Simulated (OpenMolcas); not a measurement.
**CH3F (fluoromethane): a chain of runs**

We compute the energy (UHF/STO-3G), then the energy (CASSCF(2,2)/STO-3G), then a single-point energy (CASPT2(2,2)/STO-3G), then the energy (SC-NEVPT2(2,2)/STO-3G), then the energy (MRCI(2,2)/STO-3G) of CH3F (fluoromethane). 

The results are computed with OpenMolcas 26.06.

2 further runs of the same task are left out: 1 for a known fault of the program, 1 set aside as unsound or not needed.

## Step 1: Starting point

The species is CH3F (5 atoms), meant as a singlet with charge 0. As SMILES, `CF`. The C1–H4 distance was set to 2.731 Å, away from the relaxed value. At this shape a bond of the SMILES string is far longer than usual.

Bond lengths: C1–F2 1.376 Å, C1–H3 1.092 Å, C1–H5 1.092 Å. Angles: F2–C1–H3 109.1°, F2–C1–H5 109.1°, H3–C1–H5 109.9°.

## Step 2: A single-point energy at UHF/STO-3G (run 1)

input.xyz

```xyz
5

C      0.030450    -1.111751     1.177501
F      1.175250    -1.855151     1.001101
H     -0.837550    -1.771551     1.111701
H     -0.104800     0.796000    -0.772000
H      0.061350    -0.636151     2.160401
```

step1.input

```
* CH3F Hartree-Fock
&GATEWAY
BasLib=$CurrDir
Coord=input.xyz
Basis=STO-3G
Group=NoSym
&SEWARD
&SCF
UHF
Scramble=0.25
PrOrbitals=1 1
```

The basis set STO-3G is read from a file made from the Basis Set Exchange's data (not shown).

Launch:

```
$ export MOLCAS_MEM=1860
$ pymolcas step1.input > step1.log
```

Standard output:

```text
--- Start Module: gateway ---
[...]
--- Stop Module: gateway /rc=_RC_ALL_IS_WELL_ ---
--- Start Module: seward ---
[...]
      Basis functions           13
--- Stop Module: seward /rc=_RC_ALL_IS_WELL_ ---
--- Start Module: scf ---
[...]
       Convergence after  16 Iterations
[...]
::    Total SCF energy                               -136.9952255641
[...]
      Total spin, S                                     0.6143141320
[...]
      Total electronic charge=   18.000000
      Total            charge=   -0.000000
[...]
      Dipole Moment (debye):
      Origin of the operator (angstrom)=    0.6409   -1.4758    1.0484
                   X= -8.0812E-01               Y=  2.8131E-01               Z=  3.8809E-01           Total=  9.3958E-01
      Quadrupole Moment (debye*angstrom):
[...]
--- Stop Module: scf /rc=_RC_ALL_IS_WELL_ ---
[...]
```

Run time: 1.6 s. Hardware: 1 thread of Arm Neoverse V2, shared host; peak memory 0.37 GiB.

## Step 3: A single-point energy at CASSCF(2,2)/STO-3G (run 2)

input.xyz is that of step 2.

step2.inp

```
>>> EXPORT MOLCAS_PRINT=2

&GATEWAY
  BasLib=$CurrDir
  Coord=input.xyz
  Basis=STO-3G
  Group=NoSym

&SEWARD

&RASSCF
  FileOrb=$CurrDir/step1.UnaOrb
  Spin=1
  Nactel=2 0 0
  Inactive=8
  Ras2=2
  OrbListing=Nothing
  OrbAppear=Compact
```

The basis set STO-3G is read from a file made from the Basis Set Exchange's data (not shown).

Launch:

```
$ export MOLCAS_MEM=1860
$ pymolcas step2.inp > step2.log
```

Standard output:

```text
--- Start Module: gateway ---
[...]
--- Stop Module: gateway /rc=_RC_ALL_IS_WELL_ ---
--- Start Module: seward ---
[...]
      Basis functions           13
--- Stop Module: seward /rc=_RC_ALL_IS_WELL_ ---
--- Start Module: rasscf ---
[...]
      Number of active orbitals                  2
[...]
      Spin quantum number                      0.0
[...]
      Active orbitals                            2
[...]
      Number of CSFs                             3
[...]
      Number of root(s) required                 1
[...]
      Convergence after  7 iterations
[...]
      printout of CI-coefficients larger than  0.05 for root  1
      energy=    -136.997156
      conf/sym  11     Coeff  Weight
             1  20  -0.78887 0.62232
             3  02   0.61456 0.37768
      Natural orbitals and occupation numbers for root  1
      sym 1:   1.244641   0.755359
      ************************************************************************************************************************
      *                                                    Final results                                                     *
[...]
::    RASSCF root number  1 Total energy:   -136.99715634
[...]
      Total electronic charge=   18.000000
      Total            charge=   -0.000000
[...]
      Dipole Moment (debye):
      Origin of the operator (angstrom)=    0.6409   -1.4758    1.0484
                   X= -8.1089E-01               Y=  2.6999E-01               Z=  4.0271E-01           Total=  9.4478E-01
      Quadrupole Moment (debye*angstrom):
[...]
--- Stop Module: rasscf /rc=_RC_ALL_IS_WELL_ ---
[...]
```

It took 1.4 s on 1 thread of Arm Neoverse V2, shared host; peak memory 0.37 GiB.

## Step 4: A single-point energy at CASPT2(2,2)/STO-3G (run 3)

input.xyz is that of step 3.

step3.inp

```
* CH3F CASPT2
&GATEWAY
BasLib
$CurrDir
Coord
input.xyz
Basis
STO-3G
Group
NoSym
&SEWARD
&RASSCF
FileOrb
$CurrDir/step2.RasOrb
Spin
1
Nactel
2 0 0
Inactive
8
Ras2
2
OrbListing
Nothing
OrbAppear
Compact
&CASPT2
Imaginary
0.1
Frozen
2
```

The basis set STO-3G is read from a file made from the Basis Set Exchange's data (not shown).

Launch:

```
$ export MOLCAS_MEM=1860
$ pymolcas step3.inp > step3.log
```

Standard output:

```text
--- Start Module: gateway ---
[...]
--- Stop Module: gateway /rc=_RC_ALL_IS_WELL_ ---
[...]
      Basis functions           13
[...]
--- Start Module: rasscf ---
[...]
      Number of active orbitals                  2
[...]
      Spin quantum number                      0.0
[...]
      Active orbitals                            2
[...]
      Number of CSFs                             3
[...]
      Number of root(s) required                 1
[...]
      Convergence after  4 iterations
[...]
      printout of CI-coefficients larger than  0.05 for root  1
      energy=    -136.997156
      conf/sym  11     Coeff  Weight
             1  20  -0.78887 0.62232
             3  02   0.61456 0.37768
      Natural orbitals and occupation numbers for root  1
      sym 1:   1.244641   0.755359
      ************************************************************************************************************************
      *                                                    Final results                                                     *
[...]
::    RASSCF root number  1 Total energy:   -136.99715634
[...]
      Total electronic charge=   18.000000
      Total            charge=   -0.000000
[...]
      Dipole Moment (debye):
      Origin of the operator (angstrom)=    0.6409   -1.4758    1.0484
                   X= -8.1089E-01               Y=  2.6999E-01               Z=  4.0271E-01           Total=  9.4478E-01
      Quadrupole Moment (debye*angstrom):
[...]
--- Stop Module: rasscf /rc=_RC_ALL_IS_WELL_ ---
--- Start Module: caspt2 ---
[...]
 ###    WARNING: User changed nr of frozen orbitals.                         ###
 ###############################################################################
[...]
      E2 (Variational):          -0.0597317409
      Total energy:            -137.0568880764
[...]
      Reference weight:           0.97538
[...]
::    CASPT2 Root  1     Total energy:   -137.05688808
[...]
--- Stop Module: caspt2 /rc=_RC_ALL_IS_WELL_ ---
[...]
```

Wall time 1.6 s (1 thread of Arm Neoverse V2, shared host); peak memory 0.36 GiB.

## Step 5: A single-point energy at SC-NEVPT2(2,2)/STO-3G (run 4)

input.xyz is that of step 4.

step4.inp

```
>>> EXPORT MOLCAS_PRINT=2
&GATEWAY
BasLib=$CurrDir
Coord=input.xyz
Basis=STO-3G
Group=NoSym
&SEWARD
&RASSCF
FileOrb=$CurrDir/step2.RasOrb
Spin=1
Nactel=2 0 0
Inactive=8
Ras2=2
OrbListing=Nothing
OrbAppear=Compact
&CASPT2
SC-NEVPT2
Frozen=2
```

The basis set STO-3G is read from a file made from the Basis Set Exchange's data (not shown).

Launch:

```
$ export MOLCAS_MEM=1860
$ pymolcas step4.inp > step4.log
```

Standard output:

```text
--- Start Module: gateway ---
[...]
--- Stop Module: gateway /rc=_RC_ALL_IS_WELL_ ---
[...]
      Basis functions           13
[...]
--- Start Module: rasscf ---
[...]
      Number of active orbitals                  2
[...]
      Spin quantum number                      0.0
[...]
      Active orbitals                            2
[...]
      Number of CSFs                             3
[...]
      Number of root(s) required                 1
[...]
      Convergence after  4 iterations
[...]
      printout of CI-coefficients larger than  0.05 for root  1
      energy=    -136.997156
      conf/sym  11     Coeff  Weight
             1  20  -0.78887 0.62232
             3  02   0.61456 0.37768
      Natural orbitals and occupation numbers for root  1
      sym 1:   1.244641   0.755359
      ************************************************************************************************************************
      *                                                    Final results                                                     *
[...]
::    RASSCF root number  1 Total energy:   -136.99715634
[...]
      Total electronic charge=   18.000000
      Total            charge=   -0.000000
[...]
      Dipole Moment (debye):
      Origin of the operator (angstrom)=    0.6409   -1.4758    1.0484
                   X= -8.1089E-01               Y=  2.6999E-01               Z=  4.0271E-01           Total=  9.4478E-01
      Quadrupole Moment (debye*angstrom):
[...]
--- Stop Module: rasscf /rc=_RC_ALL_IS_WELL_ ---
--- Start Module: caspt2 ---
[...]
 ###    WARNING: User changed nr of frozen orbitals.                         ###
 ###############################################################################
[...]
      E2 (Variational):          -0.0584891785
[...]
      E2 (Variational):          -0.0584589978
      Total energy:            -137.0556153333
[...]
      Reference weight:           0.97648
[...]
::    SC-NEVPT2 Root  1     Total energy:   -137.05561533
[...]
--- Stop Module: caspt2 /rc=_RC_ALL_IS_WELL_ ---
[...]
```

It took 1.5 s on 1 thread of Arm Neoverse V2, shared host; peak memory 0.37 GiB.

## Step 6: The energy at MRCI(2,2)/STO-3G (run 5)

input.xyz is that of step 5.

step5.input

```
&GATEWAY
BasLib=$CurrDir
Coord=input.xyz
Basis=STO-3G
Group=NoSym
&SEWARD
&RASSCF
FileOrb=$CurrDir/step2.RasOrb
Spin=1
Nactel=2 0 0
Inactive=8
Ras2=2
OrbListing=Nothing
OrbAppear=Compact
&MOTRA
LumOrb
Frozen=2
&GUGA
Electrons=14
Spin=1
Inactive=6
Active=2
CIAll=1
&MRCI
SDCI
```

The basis set STO-3G is read from a file made from the Basis Set Exchange's data (not shown).

Launch:

```
$ export MOLCAS_MEM=1860
$ pymolcas step5.input > step5.log
```

Standard output:

```text
--- Start Module: gateway ---
[...]
--- Stop Module: gateway /rc=_RC_ALL_IS_WELL_ ---
[...]
      Basis functions           13
[...]
      Number of active orbitals                  2
[...]
      Spin quantum number                      0.0
[...]
      Active orbitals                            2
[...]
      Number of CSFs                             3
[...]
      Number of root(s) required                 1
[...]
      Convergence after  4 iterations
[...]
      printout of CI-coefficients larger than  0.05 for root  1
      energy=    -136.997156
      conf/sym  11     Coeff  Weight
             1  20  -0.78887 0.62232
             3  02   0.61456 0.37768
      Natural orbitals and occupation numbers for root  1
      sym 1:   1.244641   0.755359
      ************************************************************************************************************************
      *                                                    Final results                                                     *
[...]
::    RASSCF root number  1 Total energy:   -136.99715634
[...]
      Dipole Moment (debye):
      Origin of the operator (angstrom)=    0.6409   -1.4758    1.0484
                   X= -8.1089E-01               Y=  2.6999E-01               Z=  4.0271E-01           Total=  9.4478E-01
      Quadrupole Moment (debye*angstrom):
[...]
      *** WARNING: Default frozen orbitals is overwritten by user input.
      *** Default values:   2
[...]
--- Start Module: guga ---
[...]
--- Stop Module: guga /rc=_RC_ALL_IS_WELL_ ---
--- Start Module: mrci ---
[...]
       (But an ACPF correction will be computed)
       USE THE DEFAULT ACPF G-VALUE GFAC=  0.14285714285714285
[...]
                      CI ENERGY:  -137.07716665
[...]
                ACPF CORRECTION:    -0.00364837
[...]
      Total electronic charge=   18.000000
      Total            charge=   -0.000000
[...]
     ACPF CORRECTION:     -0.00364837
[...]
  CI State   1     Total energy:   -137.07716665     QDav:     -0.00428903     QACPF:     -0.00364837
[...]
--- Stop Module: mrci /rc=_RC_ALL_IS_WELL_ ---
[...]
```

It took 1.6 s on 1 thread of Arm Neoverse V2, shared host; peak memory 0.36 GiB.

## Step 7: Outcome

| quantity | value |
| --- | --- |
| run 1, UHF/STO-3G: total energy | -136.99523 Eh |
| run 1, UHF/STO-3G: dipole moment | 0.94 D |
| run 1, UHF/STO-3G: HOMO energy | -9.56 eV |
| run 1, UHF/STO-3G: LUMO energy | 7.48 eV |
| run 1, UHF/STO-3G: HOMO–LUMO gap | 17.05 eV |
| run 1, UHF/STO-3G: ⟨S²⟩ | 0.992 |
| run 2, CASSCF(2,2)/STO-3G: total energy | -136.99716 Eh |
| run 2, CASSCF(2,2)/STO-3G: dipole moment (CASSCF density) | 0.94 D |
| run 3, CASPT2(2,2)/STO-3G: total energy | -137.05689 Eh |
| run 3, CASPT2(2,2)/STO-3G: dipole moment (CASSCF density) | 0.94 D |
| run 4, SC-NEVPT2(2,2)/STO-3G: total energy | -137.05562 Eh |
| run 4, SC-NEVPT2(2,2)/STO-3G: dipole moment (CASSCF density) | 0.94 D |
| run 5, MRCI(2,2)/STO-3G: total energy | -137.07717 Eh |
| run 5, MRCI(2,2)/STO-3G: dipole moment (CASSCF density) | 0.94 D |

In words: ⟨S²⟩ (run 1, UHF/STO-3G) is 0.99 where a pure singlet has 0.00: the reference is spin-contaminated. Mulliken charges (run 1, UHF/STO-3G) run from -0.14 on F2 to +0.05 on H3; they depend strongly on the basis. Mulliken charges (run 4, SC-NEVPT2(2,2)/STO-3G) of the CASSCF density run from -0.14 on F2 to +0.05 on H3; they depend strongly on the basis. Mulliken charges (run 5, MRCI(2,2)/STO-3G) of the CASSCF density run from -0.14 on F2 to +0.05 on H3.
